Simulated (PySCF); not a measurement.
Species: C5H8N (doublet state).
Structure used (GFN2-xTB), in Å, numbered top down from 1:
```xyz
14
C5H8N angstrom
C      2.3150    0.2890    0.4260
N      0.9056    0.0744    0.3826
C      0.2781    0.1483   -0.7071
C     -1.1711   -0.0667   -0.7725
C     -2.0216    0.5906    0.2399
C     -1.8764   -0.8483    0.3427
H      2.5162    1.1005    1.1272
H      2.7871   -0.6128    0.8197
H      2.7542    0.5340   -0.5520
H      0.7733    0.3891   -1.6624
H     -1.5649   -0.1920   -1.7744
H     -1.7396    1.3483    0.9409
H     -2.6817   -1.4946    0.0214
H     -1.2749   -1.2603    1.1455
```

The hyperfine couplings belong to this conformer and change with its torsions.

As a line formula: `C/N=C/[C@@H]1[CH]C1` [radical].

Theory: UKS B3LYP, pcH-1 on C H N, non-relativistic, mean-field spin-orbit, GIAO in PySCF. The structure is a single GFN2-xTB conformer in the gas phase; no vibrational or solvent corrections. Couplings are sensitive to structure, and on GFN2-xTB geometries they can be far from those on DFT ones. No stability test was run, so a lower SCF solution isn't excluded.

Question: What is the g tensor, term by term?

Answer: 
```tsv
Δg (ppm)	1	2	3
relativistic mass correction	-149	-149	-149
gauge correction	18	-6	-4
orbital Zeeman/spin–orbit	90	537	922
total	-41	382	770
```

So g = 2.00228, 2.00270, 2.00309 and g_iso = 2.00269; the tensor is rhombic: the two nearest values differ by 48 % of g3 − g1. 

Question: Average each term over the three axes. Which is largest in size?

Answer: The orbital-Zeeman/spin–orbit term 516, the mass correction -149 and the gauge correction 3 ppm, for a total of 370 ppm. The orbital-Zeeman/spin–orbit term is the largest in size. The mass correction is the same along every axis, so the anisotropy comes from the other two: their spans along these axes are 24 (gauge) and 832 ppm (orbital Zeeman/spin–orbit).

Question: What are the electron Larmor frequencies g μB B/h along the three axes at 1200 mT?

Answer: 33.6293, 33.6364, 33.6429 GHz for g1, g2 and g3, a range of 13.6 MHz.

Question: In a frozen sample, at which fields do the three g values resonate at 9.5, 34, 94 and 263 GHz (hyperfine left aside), and which band first spreads them over more than twice a line width of 0.5 mT?

Answer: 
```csv
band,GHz,B(g3) mT,B(g2) mT,B(g1) mT,spread mT
X,9.5,338.85,338.92,338.99,0.14
Q,34.0,1212.74,1212.97,1213.23,0.49
W,94.0,3352.87,3353.51,3354.22,1.36
J,263.0,9380.89,9382.70,9384.68,3.80
```

The spread grows in proportion to the frequency. W band is the first where it exceeds 1.0 mT.

The largest Mulliken spin population is on C5 (+0.95). The angles at C5 add up to 320.0°, so it is pyramidal.

The HOMO–LUMO gaps are 5.63 eV among the α and 4.90 eV among the β orbitals.
